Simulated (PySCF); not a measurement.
# CH4S: the cost of one run

Programs: PySCF 2.14.0, with density-fitted response routines of our own. Each step states its level of theory. These are calculated values for one molecule in the gas phase, unless marked as measured. Atoms count from 0, in the outputs and in this text.

## Step 1: The molecule as given

6 atoms, charge 0, multiplicity 1; geometry from: GFN2-xTB. The atoms were then displaced at random by about 0.01 Å, so the start is not that level's minimum.

Bonds of the start (Å): C0–S1 1.81, C0–H2 1.07, C0–H3 1.10, C0–H4 1.09, S1–H5 1.32.

## Step 2: Optimising the geometry at PBE0-D3(BJ)/def2-SVP

What the job is given:

```
{"job": {"xc": "PBE0", "basis": "def2-SVP", "d3": "d3bj", "grid": 1, "shake": 0.01, "kind": "geom"}, "charge": 0, "multiplicity": 1}
C     -0.483580    -0.038620     0.013040
S      1.120510     0.786210    -0.115180
H     -0.610860    -0.524030     0.955510
H     -1.208240     0.782590    -0.061270
H     -0.634260    -0.715460    -0.825450
H      1.840600    -0.320710    -0.011320
```

The run is started by

```console
$ OMP_NUM_THREADS=1 python probes_run.py task.json out
```

The driver reads the jobs from task.json and runs them one after another.

Q: Estimate the wall time and peak memory of this first job on 1 thread of AMD EPYC 7R13, shared host.

About 3 s, with a peak of 0.28 GiB.
